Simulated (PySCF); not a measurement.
# Cluster of sulfur dioxide and hydrogen fluoride (FHO2S)

A complex built from sulfur dioxide and hydrogen fluoride; neutral, singlet.

| part | name | SMILES | atoms | charge | multiplicity |
| --- | --- | --- | --- | --- | --- |
| 1 | sulfur dioxide | O=S=O | 1–3 | 0 | 1 |
| 2 | hydrogen fluoride | F | 4–5 | 0 | 1 |

Z-matrix (Å and degrees, atoms numbered from 1):
```
O 
S   1 1.4367
O   2 1.4269  1 118.80
F   1 2.7831  2 139.61  3 12.48
H   4 0.9290  3 32.41  2 8.40
```

In these coordinates O1···H5 is 1.855 Å. Part 2 is then moved rigidly along that line, all else held; at short range other atoms may come into contact.

The starting structure comes from a short search with a few starts; no frequency run checks that it is a minimum, and another way of binding may lie lower.

Level of theory: CCSD(T)/aug-cc-pVDZ and MP2/aug-cc-pVTZ, aug-cc-pVQZ counterpoise interaction energy, frozen core, gas phase, in PySCF. Geometry: PBE0-D3(BJ)/def2-TZVPD.

Counterpoise energies in kJ/mol, cluster less the parts frozen as they stand in it; small is aug-cc-pVDZ, large aug-cc-pVQZ. Estimated limit: HF in aug-cc-pVQZ, MP2 correlation extrapolated as X⁻³ from aug-cc-pVTZ and aug-cc-pVQZ, and CCSD(T) less MP2 in aug-cc-pVDZ; it isn't the exact limit.

| O1···H5 (Å) | HF large | MP2 large | SCS-MP2 large | CCSD(T) small | CCSD(T) limit est. |
| --- | --- | --- | --- | --- | --- |
| 1.669 | -11.3 | -14.1 | -12.0 | -11.8 | -15.4 |
| 1.762 | -14.6 | -16.7 | -15.0 | -15.2 | -17.9 |
| 1.855 | -16.1 | -17.7 | -16.3 | -16.7 | -18.8 |
| 1.948 | ? | ? | ? | ? | ? |
| 2.041 | -16.4 | -17.1 | -16.1 | -16.9 | -18.0 |
| 2.319 | -13.9 | -13.8 | -13.3 | -14.2 | -14.5 |
| 2.782 | -9.3 | -8.7 | -8.5 | -9.1 | -9.1 |
| 3.710 | ? | ? | ? | ? | ? |

Question: Fill in the withheld rows.

Answer: 
```
O1···H5 (Å)  HF large  MP2 large  SCS-MP2 large  CCSD(T) small  CCSD(T) limit est.
      1.948     -16.6      -17.7          -16.5          -17.2               -18.7
      3.710      -4.4       -3.7           -3.7           -3.9                -3.9
```

The 8 runs took 29 min in all, one thread each of Arm Neoverse N1 on a shared host, launched as `OMP_NUM_THREADS=1 python cluster_run.py task.json out`.
